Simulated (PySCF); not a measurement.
**Property card for E-2,4-pentadienenitrile, `C=C/C=C/C#N`**

E-2,4-pentadienenitrile, C₅H₅N.
Numbering: `[CH2:1]=[CH:2]/[CH:3]=[CH:4]/[C:5]#[N:6]` (hydrogens: H7, H8 on C1; H9 on C2; H10 on C3; H11 on C4)

Structure used (PBE0-D3(BJ)/def2-SVP), in Å, numbered top down from 1:
```xyz
11
C5H5N angstrom
C     -2.0358    0.8798    0.2121
C     -1.0811    0.0002   -0.1255
C      0.2940    0.1057    0.3121
C      1.2534   -0.7841   -0.0204
C      2.5998   -0.6675    0.4221
N      3.7022   -0.5866    0.7767
H     -1.8181    1.7433    0.8482
H     -3.0645    0.7648   -0.1363
H     -1.3307   -0.8539   -0.7652
H      0.5572    0.9585    0.9474
H      1.0216   -1.6458   -0.6552
```

Among its groups: nitrile and C=C double bond.

From PBE0-D3(BJ)/def2-SVP geometry optimisation, gas phase (PySCF):

* Point group: Cs
* Rotational constants A, B, C: 26.588, 1.438, 1.364 GHz

PBE/pcSseg-2 ground state and GIAO shieldings, non-relativistic (PySCF):

- Dipole moment: 4.66 D
- HOMO energy: -6.50 eV
- LUMO energy: -3.14 eV
- HOMO–LUMO gap: 3.36 eV
- 13C chemical shifts (computed TMS as zero) by class: 160.8 (C3), 147.8 (C2), 135.8 (C1), 125.1 (C5), 108.6 (C4) ppm
- 1H chemical shifts (computed TMS as zero) by class: 7.10 (H10), 6.74 (H9), 5.81 (H7), 5.71 (H8), 5.41 (H11) ppm
- Isotropic shieldings of nuclei other than C and H, by class: -64 (N6) ppm

From B3LYP/pcJ-1 indirect spin-spin coupling, non-relativistic, gas phase; spin–dipole term left out for some pairs (PySCF):

* Largest of the computed one-bond spin–spin couplings (means over like bonds): 13C–1H +177.7 (C4–H11), 13C–1H +172.7 (C1–H8), 13C–1H +167.9 (C1–H7), 13C–1H +165.5 (C3–H10), 13C–1H +163.4 (C2–H9), 13C–13C +95.0 (C4–C5), 13C–13C +80.1 (C3–C4), 13C–13C +76.2 (C1–C2) Hz

Monoisotopic mass (most abundant isotopes): 79.0422 u.

The rotational constants make it an asymmetric top with κ = (2B − A − C)/(A − C) = -0.99, nearer the prolate limit (−1). With B = h/(8π²I), that is 505.379 GHz u Å² over I, the principal moments of inertia are 19.0, 351.4 and 370.4 u Å² (most abundant isotopes); the inertial defect Ic − Ia − Ib is 0.0 u Å² (zero for a rigid planar frame, negative otherwise). The dipole matches unit charges of opposite sign 0.97 Å apart (1 e·Å = 4.8032 D).

For the NMR shielding job (PBE/pcSseg-2), time: 27 s wall; peak memory 0.85 GiB. Hardware: one thread of an AMD EPYC 9R45, no GPU (shared host).

One conformer stands for the species.
